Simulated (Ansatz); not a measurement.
Abridged output of a molecular run in Ansatz:

```
Functional definition: HF
1847 factors; integrals over basis functions are off by at most 1.5e-3 eV
mean field evaluation 1: about -7456.8406 eV, gradient 3.9e1 eV
mean field evaluation 2: about -7456.8480 eV, gradient 3.9e1 eV
mean field evaluation 4: about -7461.5415 eV, gradient 4.1e0 eV
mean field evaluation 8: about -7461.5975 eV, gradient 7.9e-5 eV
mean field -7461.59749637 eV, -274.2086503390 hartree, gradient 1.4e-6 eV, S^2 0.000000; 0 other end points of the search recorded, 0 dependent functions left out
7 core orbitals not correlated: weight in the atoms' cores, before any rotation towards them, 1.000 or more for the frozen orbitals, at most 0.000 for the correlated occupied ones
reference -7461.59749637 eV, -274.2086503390 hartree; 22, 22 occupied and 149, 149 virtual orbitals, 1847 factors
second order -27.77647936 eV of doubles, -0.00000000 eV of singles
cycle   1  -29.59341792 eV  change    -1.8e0 eV  update   9.9e-2
cycle   2  -30.35371584 eV  change   -7.6e-1 eV  update   2.9e-2
cycle   3  -30.44172284 eV  change   -8.8e-2 eV  update   8.7e-3
cycle   4  -30.44591374 eV  change   -4.2e-3 eV  update   2.4e-3
cycle   5  -30.44717594 eV  change   -1.3e-3 eV  update   6.2e-4
cycle   6  -30.44735954 eV  change   -1.8e-4 eV  update   1.7e-4
cycle   7  -30.44738978 eV  change   -3.0e-5 eV  update   4.1e-5
perturbative correction -0.90440283 eV, -0.0332361910 hartree
Total energy: -7492.94928898 eV, -275.3608074665 hartree
```

Its atoms:

```xyz
23

C    -0.519   -1.979    2.797
C     0.151   -1.735    1.457
C    -0.163   -0.367    0.874
C     0.504   -0.125   -0.469
C     0.304    1.272   -1.052
C    -1.160    1.570   -1.346
C     1.145    1.448   -2.308
H    -0.202   -1.238    3.536
H    -1.608   -1.911    2.712
H    -0.279   -2.968    3.195
H    -0.159   -2.509    0.744
H     1.237   -1.841    1.562
H     0.155    0.409    1.582
H    -1.250   -0.264    0.780
H     1.581   -0.307   -0.365
H     0.143   -0.866   -1.195
H     0.654    1.997   -0.304
H    -1.276    2.567   -1.780
H    -1.562    0.847   -2.064
H    -1.778    1.528   -0.448
H     0.833    0.742   -3.084
H     1.043    2.456   -2.718
H     2.205    1.272   -2.106
```

Which basis set was used?
A. cc-pV(T+d)Z
B. def2-QZVPP
C. def2-TZVPP
D. def2-SVP

D. It gives 178 functions.

Write the keys of the input that set method, charge and spin (a neutral closed shell needs none for the last two).


```yaml
correlation: {method: ccsd_t}
```
